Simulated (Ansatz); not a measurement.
# What a trial cell of LiCoPb₄ relaxes into

Theory: DFT PBE, scalar-relativistic, plane waves, PAW in Ansatz. Cutoff 420 eV, Γ-centred k mesh, Gaussian smearing, collinear spin, first started from parallel moments.

LiCoPb₄ was placed on the sites of a reported MgInCu4 cell (F-43m, No. 216), with Li in place of Mg, Co in place of In, Pb in place of Cu, at a guessed volume.

```
CELL_PARAMETERS angstrom
0.00000 4.09610 4.09610
4.09610 0.00000 4.09610
4.09610 4.09610 0.00000
ATOMIC_POSITIONS crystal
Li 0.00000 0.00000 0.00000
Co 0.75000 0.75000 0.75000
Pb 0.37500 0.87500 0.37500
Pb 0.37500 0.37500 0.87500
Pb 0.37500 0.37500 0.37500
Pb 0.87500 0.37500 0.37500
```

Cell and atoms relax at zero pressure; the relaxation can't lower the symmetry of the start. After a coarse first stage the cell is made exact in the group found at 0.06 Å.

Formation energies are uncorrected and refer to the elements' standard structures at the same level.

Problem. Describe the relaxed structure.

Solution. It keeps F-43m (No. 216). Conventional cell: a = 9.044 Å. Around Li lie 12 Pb at 3.75 Å and 4 Co at 3.92 Å; Co has 12 Pb at 3.75 Å and 4 Li at 3.92 Å; Pb has 6 Pb at 3.19–3.21 Å, 3 Co at 3.75 Å and 3 Li at 3.75 Å.

```xyz
6
Lattice="0.0000 4.5219 4.5219 4.5219 0.0000 4.5219 4.5219 4.5219 0.0000" Properties=species:S:1:pos:R:3 pbc="T T T"
Li    0.0000    0.0000    0.0000
Co    6.7828    6.7828    6.7828
Pb    5.6487    5.6487    3.3951
Pb    5.6487    3.3951    5.6487
Pb    3.3951    5.6487    5.6487
Pb    3.3951    3.3951    3.3951
```

Problem. What are its volume, energy, gap and moment?

Solution. The volume per atom is 30.82 Å³, the density is 8.03 g/cm³ and the energy over the elements is 0.59 eV/atom. The gap on the 8×8×8 mesh is 0 eV (a metal) and the net moment per atom is 0.35 μB. The largest site moment is 2.13 μB.

The final run used a 8×8×8 mesh on its 6-atom cell and 0.10 eV smearing. For metals, differences of a few meV/atom aren't resolved. Spin–orbit coupling is left out. A structure relaxed within its symmetry needn't be a true minimum.

Cost: 3 runs of about 5.1 core-minutes in all, on Arm Neoverse V1 (shared hosts).